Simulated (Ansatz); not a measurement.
AlClH$_{3}$N, SMILES `[NH2][AlH][Cl]`. Charge 0, multiplicity 1. The geometry is a stationary point of PBE0-D4/def2-TZVP. It is one conformer, not always the lowest.

```xyz
6

N     0.294   -0.198   -0.925
Al   -0.191    0.007    0.750
Cl   -0.913    1.891    1.327
H     0.653   -1.055   -1.311
H     0.252    0.520   -1.631
H    -0.095   -1.166    1.790
```

Problem. What is the dipole moment at ωB97M-V/def2-TZVPP? (Best estimate.)

Solution. The calculation gave: 2.16 D, with components (0.78, -1.27, -1.56) D in this frame, pointing from negative to positive charge.

Problem. And with PBE, r2SCAN, B3LYP? (An estimate is asked.)

Solution. Computed: PBE 2.19 D, r2SCAN 2.21 D, B3LYP 2.18 D.

Problem. Give the Mulliken charges with ωB97M-V, r2SCAN, B3LYP in def2-TZVPP. (Estimate.)

Solution. Computed: 
```csv
atom,ωB97M-V,r2SCAN,B3LYP
N1,-0.37,-0.46,-0.40
Al2,0.51,0.59,0.55
Cl3,-0.25,-0.29,-0.28
H4,0.11,0.15,0.13
H5,0.12,0.16,0.14
H6,-0.11,-0.15,-0.14
```

B3LYP here is the variant with VWN-RPA as its local correlation; programs differ in this.
